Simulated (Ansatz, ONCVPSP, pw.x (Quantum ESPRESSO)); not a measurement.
# W (Z = 74): one change to the ONCV potential, in the atom and in the fcc crystal

ONCVPSP 4.0.1.1 (patched build) input, shortened (lines: element, Z, core and valence counts, functional; n l f; lmax; l rc ep ncon nbas qcut; lloc lpopt rc5 dvloc0; l nproj debl; icmod fcfact rcfact), PBEsol, scalar-relativistic:

```
  W 74.00   10    4  -116133      upf
    1    0    2.00
    2    0    2.00
    2    1    6.00
    3    0    2.00
    3    1    6.00
    3    2   10.00
    4    0    2.00
    4    1    6.00
    4    2   10.00
    4    3   14.00
    5    0    2.00
    5    1    6.00
    5    2    4.00
    6    0    2.00
    2
    0    1.85    0.00    3    7    5.70
    1    1.80    0.00    4    9    8.90
    2    2.85    0.00    4    9    5.30
    4    5    1.70    2.00
    0    2    1.20
    1    2    2.50
    2    3    0.40
    3    4.75    1.80
```

Change: local potential polynomial inside 1.06 bohr (lpopt 5, dvloc0 2 Ha).

Cutoffs, loose and tight: the cutoffs (Ha) at which the residual kinetic energy of the hardest occupied pseudo-wave falls to 1 and 0.1 mHa per electron. They do not see the model core or the augmentation charge, which bear on the density cutoff. Test errors are all-electron minus pseudo excitation energies from the reference, over the configurations 5s2 5p6 5d4 6s1; 5s2 5p6 5d4 6s0; 5s2 5p6 5d3 6s0; 5s1 5p6 5d4 6s2; variants that change the core or the reference have their own tests.

Crystal test: fcc W in pw.x 7.5, no spin, 14³ k-points, Fermi–Dirac smearing 0.01 Ry, cutoffs set for each file from its atomic test. The reference is all-electron LAPW (Ansatz 0.2.0) with the same functional, mesh and smearing; V0 and B0 come from Birch–Murnaghan fits to the pressures at five volumes. Errors are pseudo minus all-electron; Δ is the rms difference of the E(V) curves that follow from these fits, minima aligned, over ±6 % about the mean V0. Mesh and smearing are coarse, so the numbers serve the comparison and aren't converged zero-temperature values; the lattice is a test structure that the element need not adopt.

All-electron: a0 = 4.000 Å (V0 = 16.00 Å³/atom), B0 = 298.8 GPa.

Q: Does the change bring the crystal closer to the all-electron result?

A: The mean pressure error goes from -4.09 to -6.15 GPa, so the change moves the solid further from the all-electron pressures.

```tsv
quantity	base	changed
outcome (atom)	generated	generated
cutoff, loose (atom)	22 Ha	22 Ha
cutoff, tight (atom)	27 Ha	27 Ha
bound ghosts (atom)	none	none
largest test error (meV) (atom)	-890	-863
cutoffs in pw.x (Ry)	65/260	65/260
a0 (Å)	3.982	3.972
a0 error (%)	-0.46	-0.70
B0 error (%)	-0.2	-0.3
Δ (meV/atom)	14.5	22.0
mean pressure error (GPa)	-4.09	-6.15
```

Base: The largest radius (2.85 bohr) exceeds half the bond length (2.67 bohr), so the spheres overlap, which is one possible source of error among others. Changed file: The largest radius (2.85 bohr) exceeds half the bond length (2.67 bohr), so the spheres overlap, which is one possible source of error among others. This is a poor potential for the solid. The generator flags a localised state at positive energy (s at 43 eV).
